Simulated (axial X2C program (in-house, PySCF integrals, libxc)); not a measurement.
# Correcting the dissociation energy of Si₂ for spin–orbit coupling

A spin-free CCSD(T) curve (one-electron X2C) was computed with an axial X2C code built on PySCF integrals, basis Si dyall-v3z [8s7p2d1f] (cores contracted in-house), for the state M_S = 1, Λ = 0 (beyond evenly filled blocks: π+α, π-α). It gives D0 = 3.018 eV to Si + Si, which in a spin-free picture are the weighted means of the ground terms.

Correlated methods: 8 electrons correlated (number of frozen shells: Si 2 s, 1 p), 140 virtual spin orbitals or spinors in MP2, 90 natural virtuals in coupled cluster.

Measured levels of the ground terms (NIST Handbook of Basic Atomic Spectroscopic Data), in cm⁻¹: Si 3P: J = 0 at 0, J = 1 at 77.1, J = 2 at 223.2.

The molecular state has Λ = 0, so it has no first-order lowering.

(1) How far does each ground level lie under the (2J+1)-weighted mean of its term?

(2) Correct D0.

Second-order spin–orbit effects in the molecule, which grow quickly with Z, are left out. Occupations by symmetry block were frozen at the best pattern of an incomplete PBE0 search. Dissociation energies refer to the lowest single-determinant-based atoms at the same level and basis. CCSD and (T) use frozen natural virtuals with an MP2 correction for the truncation; (T) itself is uncorrected, so its De runs slightly low. PBE0 can misorder states that lie within some tenths of an eV, so this need not be the ground state of the molecule. The nearest other spin-free determinant of the search, M_S = 1, Λ = 1, lies 0.38 eV up at the distance of the search.

Results:

(1) Si: (1 × 0 + 3 × 77.1 + 5 × 223.2)/9 = 150 cm⁻¹, counted twice.

(2) D0 = 3.018 + (0 − 300)/8065.5 = 2.981 eV at CCSD(T) with these spin–orbit terms.
